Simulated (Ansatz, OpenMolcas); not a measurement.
# PH (SMILES [PH]): methods side by side

PH: 2 atoms, total charge 0, spin state triplet. As SMILES, `[PH]`. Geometry: relaxed at PBE0-D4/def2-TZVP.

```xyz
2

P     0.0000    0.0000   -0.0146
H     0.0000    0.0000    1.4137
```

Each level gives the energy change with the P1–H2 bond stretched from 1.428 to 1.643 Å (eV). The values are calculated.

```json
{"level": "U-revPBE/cc-pVTZ", "kind": "GGA", "program": "Ansatz", "value (eV)": "0.27", "less CCSDT/cc-pVTZ": "-0.05", "CPU time (all runs)": "2.1 s"}
{"level": "UM06-L/cc-pVTZ", "kind": "meta-GGA", "program": "OpenMolcas", "value (eV)": "0.34", "less CCSDT/cc-pVTZ": "+0.02", "CPU time (all runs)": "25 s"}
{"level": "U-r2SCAN0/cc-pVTZ", "kind": "hybrid meta-GGA", "program": "Ansatz", "value (eV)": "0.36", "less CCSDT/cc-pVTZ": "+0.04", "CPU time (all runs)": "5.7 s"}
{"level": "UHSE06/cc-pVTZ", "kind": "range-separated hybrid", "program": "Ansatz", "value (eV)": "0.33", "less CCSDT/cc-pVTZ": "+0.01", "CPU time (all runs)": "2.9 s"}
{"level": "UPBE-QIDH/cc-pVTZ", "kind": "double hybrid", "program": "Ansatz", "value (eV)": "0.38", "less CCSDT/cc-pVTZ": "+0.06", "CPU time (all runs)": "2.8 s"}
{"level": "RPA@PBE0/cc-pVTZ", "kind": "RPA", "program": "Ansatz", "value (eV)": "0.35", "less CCSDT/cc-pVTZ": "+0.03", "CPU time (all runs)": "2.8 s"}
{"level": "UMP2/cc-pVTZ", "kind": "perturbation theory", "program": "Ansatz", "value (eV)": "0.37", "less CCSDT/cc-pVTZ": "+0.05", "CPU time (all runs)": "0.51 s"}
{"level": "CASSCF(6,5)/cc-pVTZ", "kind": "multireference", "program": "OpenMolcas", "value (eV)": "0.28", "less CCSDT/cc-pVTZ": "-0.04", "CPU time (all runs)": "8.1 s"}
{"level": "UCCSDT(Q)/cc-pVTZ", "kind": "coupled cluster or CI", "program": "Ansatz", "value (eV)": "0.32", "less CCSDT/cc-pVTZ": "0.00", "CPU time (all runs)": "26 s"}
{"level": "UCCSDT/cc-pVTZ", "kind": "coupled cluster or CI", "program": "Ansatz", "value (eV)": "0.32", "less CCSDT/cc-pVTZ": "0.00", "CPU time (all runs)": "12 s"}
```

Differences are taken from UCCSDT/cc-pVTZ for orientation; it has basis-set and higher-order errors of its own. The first shape isn't each level's own minimum. The values span 0.27 to 0.38 eV. In so small a basis fixed costs decide the times, and correlated methods can beat functionals. CPU times are rough (shared hosts, several kinds of processor and program).
